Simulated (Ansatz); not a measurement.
# HAlSi, triplet: reading a ladder of total energies

Geometry: a point of a breathe scan, not a stationary point.

```tsv
atom	x (Å)	y (Å)	z (Å)
Si	0.0000	0.0000	1.8171
Al	0.0000	0.0000	-0.2130
H	0.0000	0.0000	-1.6040
```

Basis 6-31G; Ansatz 0.2.0. Only valence electrons are correlated (noble-gas cores frozen), which leaves 8 electrons in 18 orbitals. Prefix R: restricted or restricted open-shell reference; prefix U: unrestricted.

Full CI is exact within this basis and frozen core; it isn't the basis-set limit. The frozen core follows each run's orbitals, which can shift R against U totals by a few meV.

Runs differ by some tens of microhartree through their thresholds and, for an open shell, their frozen cores, so steps under 0.1 kcal/mol mean nothing.

| level | total energy (hartree) |
| --- | --- |
| UHF | -531.233194 |
| UMP2 | -531.289453 |
| UCCSD | -531.309072 |
| UCCSD(T) | -531.311094 |
| UCCSDT | -531.311887 |
| UCCSDT(Q) | -531.312022 |
| UCCSDTQ | -531.312037 |
| full CI | -531.312042 |

**Question.** What is the correlation energy at full CI, and what share of it do UMP2 and UCCSDT recover?

**Answer.** E(corr) = -531.312042 − (-531.233194) = -0.078848 hartree = -2.146 eV. UMP2: -0.056259 / -0.078848 = 71.35 %. UCCSDT: -0.078693 / -0.078848 = 99.80 %.

**Question.** By how many kcal/mol does UCCSD(T) miss full CI (1 hartree = 627.509 kcal/mol), and which steps make up the rest?

**Answer.** -531.311094 − (-531.312042) = 0.000948 hartree = 0.59 kcal/mol. Steps: UCCSDT − UCCSD(T) = -0.50, UCCSDT(Q) − UCCSDT = -0.08, UCCSDTQ − UCCSDT(Q) = -0.01, full CI − UCCSDTQ = 0.00 kcal/mol. That is within 1 kcal/mol of the reference in this basis, which itself misses far more of the correlation at the basis-set limit.
